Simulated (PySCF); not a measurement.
## Assignment exercise: C$_{6}$H$_{6}$

Molfile (atoms numbered from 1):
```
C6H6
     RDKit          3D

 12 12  0  0  0  0  0  0  0  0999 V2000
    1.9413   -0.2424   -0.0643 C   0  0  0  0  0  0  0  0  0  0  0  0
    0.6231   -0.4242    0.0213 C   0  0  0  0  0  0  0  0  0  0  0  0
   -0.3047   -1.5608    0.2019 C   0  0  0  0  0  0  0  0  0  0  0  0
   -1.4037   -0.7576    0.1574 C   0  0  0  0  0  0  0  0  0  0  0  0
   -0.5931    0.4646   -0.0276 C   0  0  0  0  0  0  0  0  0  0  0  0
   -0.8145    1.7714   -0.1734 C   0  0  0  0  0  0  0  0  0  0  0  0
    2.3617    0.7563   -0.2048 H   0  0  0  0  0  0  0  0  0  0  0  0
    2.6356   -1.0834    0.0035 H   0  0  0  0  0  0  0  0  0  0  0  0
   -0.1560   -2.6352    0.3238 H   0  0  0  0  0  0  0  0  0  0  0  0
   -2.4777   -0.9384    0.2299 H   0  0  0  0  0  0  0  0  0  0  0  0
    0.0160    2.4706   -0.2964 H   0  0  0  0  0  0  0  0  0  0  0  0
   -1.8285    2.1784   -0.1740 H   0  0  0  0  0  0  0  0  0  0  0  0
  1  2  2  0
  2  3  1  0
  3  4  2  0
  4  5  1  0
  5  6  2  0
  5  2  1  0
  1  7  1  0
  1  8  1  0
  3  9  1  0
  4 10  1  0
  6 11  1  0
  6 12  1  0
M  END
```

- spin–spin couplings from B3LYP/pcJ-1 (without the spin–dipole term)
- σ from GIAO-KT2/pcSseg-2
- structure optimised with PBE0-D3(BJ)/def2-SVP
- program: PySCF 2.14.0 with density-fitted response routines
- no relativistic terms, rapidly exchanging positions averaged, gas phase, one computed conformer

δ = σ(ref) − σ, references computed at the same level: $^{13}$C (σref 182.28), $^{1}$H (σref 31.18) against TMS.

Task: Assign these signals to the numbered atoms. $^{13}$C{$^{1}$H} NMR (computed): δ 154.4, 147.7, 93.1.

Result: 
154.4 → C2/C5, fully substituted alkene carbon: an sp2 carbon of a C=C bond
147.7 → C3/C4, alkene CH: as expected for a trigonal carbon in a double bond
93.1 → C1/C6, terminal =CH2 carbon

Task: Assign these signals to the numbered atoms. $^{1}$H NMR (300 MHz, computed): δ 7.06 (m, 2H), 4.73 (m, 2H), 4.65 (m, 2H).

Result: 
7.06 → H9/H10, hydrogen on an alkene CH: a vinylic proton, deshielded by the sp2 carbon and the C=C anisotropy
4.73 → H7/H11, hydrogen on a terminal =CH2 carbon: attached to an sp2 carbon and in the plane of the double bond
4.65 → H8/H12, hydrogen on a terminal =CH2 carbon

H7/H11 and H8/H12 lie closer than the usual error of such a calculation, so a measured spectrum could show them in the other order.

Multiplet labels drop couplings under 1 Hz and merge nearly equal ones. Couplings among chemically equivalent protons are left out too, so labels in AA′BB′ or AA′XX′ sets are apparent multiplicities. Shifts are as computed. Against solution values, carbons near 30 ppm lie about +3 ppm off and those near 130 ppm about -1 ppm. Of 1211 compounds with measured shifts, 218 miss one by over three times the rms of a fit or turn the order of signals round; such compounds aren't used in these exercises.
